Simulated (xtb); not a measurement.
N₂O (SMILES N#[N+][O-]), singlet, geometry from GFN2-xTB; GFN1-xTB (xtb 6.7.1).

The xtb input:
```
$ xtb mol.xyz --gfn 1 --chrg 0 --uhf 0 --json

# file mol.xyz
3

N     -0.00000000    -0.00000000    -1.17224503
N     -0.00000000    -0.00000000    -0.06654726
O      0.00000000     0.00000000     1.08394325
```

It wrote (shortened):

```
   ID    Z sym.   atoms
    1    7 N      1, 2
    2    8 O      3

           -------------------------------------------------
          |                Calculation Setup                |
           -------------------------------------------------

           -------------------------------------------------
          |                 G F N 1 - x T B                 |
           -------------------------------------------------

          ...................................................
          :                      SETUP                      :
          :.................................................:
          :  # basis functions                  12          :
          :  # atomic orbitals                  12          :
          :  # shells                            6          :
          :  # electrons                        16          :
          :  # halogen bonds                     0          :
          :  max. iterations                   250          :
          :  Hamiltonian                  GFN1-xTB          :
          :  restarted?                      false          :
          :  GBSA solvation                  false          :
          :  PC potential                    false          :
          :  electronic temp.          300.0000000     K    :
          :  accuracy                    1.0000000          :
          :  -> integral cutoff          0.2500000E+02      :
          :  -> integral neglect         0.1000000E-07      :
          :  -> SCF convergence          0.1000000E-05 Eh   :
          :  -> wf. convergence          0.2000000E-04 e    :
          :  Broyden damping             0.4000000          :
          :  net charge                          0          :
          :  unpaired electrons                  0          :
          ...................................................

 iter      E             dE          RMSdq      gap      omega  full diag
   1    -11.0302112 -0.110302E+02  0.910E+00    7.56       0.0  T
   2    -11.1014675 -0.712563E-01  0.399E+00    6.76       1.0  T
   3    -11.1021746 -0.707080E-03  0.186E+00    6.62       1.0  T
   4    -11.1021834 -0.877924E-05  0.112E-01    6.66       1.0  T
   5    -11.1022015 -0.181476E-04  0.906E-02    6.66       1.0  T
   6    -11.1022355 -0.339118E-04  0.156E-03    6.65      37.1  T
   7    -11.1022355 -0.102187E-07  0.119E-04    6.65     483.2  T
   8    -11.1022355 -0.455955E-10  0.129E-05    6.65    4469.5  T

[...]
         :: total energy             -10.990688862037 Eh    ::
[...]

         #    Occupation            Energy/Eh            Energy/eV
      -------------------------------------------------------------
         1        2.0000           -0.9447113             -25.7069
         2        2.0000           -0.8704490             -23.6861
         3        2.0000           -0.7053439             -19.1934
         4        2.0000           -0.6937531             -18.8780
         5        2.0000           -0.6937531             -18.8780
         6        2.0000           -0.5955547             -16.2059
         7        2.0000           -0.5250844             -14.2883
         8        2.0000           -0.5250844             -14.2883 (HOMO)
         9                         -0.2806118              -7.6358 (LUMO)
        10                         -0.2806118              -7.6358
        11                          0.3505424               9.5387
        12                          1.2455381              33.8928
      -------------------------------------------------------------
                  HL-Gap            0.2444726 Eh            6.6524 eV
             Fermi-level           -0.4028481 Eh          -10.9621 eV

  Mulliken/CM5 charges         n(s)   n(p)   n(d)
     1N    -0.23996 -0.24364   1.619  3.621  0.000
     2N     0.61056  0.55387   1.263  3.126  0.000
     3O    -0.37059 -0.31023   1.706  4.664  0.000

Wiberg/Mayer (AO) data.
largest (>0.10) Wiberg bond orders for each atom

 ---------------------------------------------------------------------------
     #   Z sym  total        # sym  WBO       # sym  WBO       # sym  WBO
 ---------------------------------------------------------------------------
     1   7 N    2.907 --     2 N    2.390     3 O    0.517
     2   7 N    3.901 --     1 N    2.390     3 O    1.511
     3   8 O    2.028 --     2 N    1.511     1 N    0.517
 ---------------------------------------------------------------------------

Topologies differ in total number of bonds
Writing topology from bond orders to xtbtopo.mol

 dipole moment from electron density (au)
     X       Y       Z
   0.0000  -0.0000  -0.0829  total (Debye):    0.211

           -------------------------------------------------
          | TOTAL ENERGY              -10.990688862037 Eh   |
          | GRADIENT NORM               0.024314824436 Eh/α |
          | HOMO-LUMO GAP               6.652438746146 eV   |
           -------------------------------------------------

normal termination of xtb
```
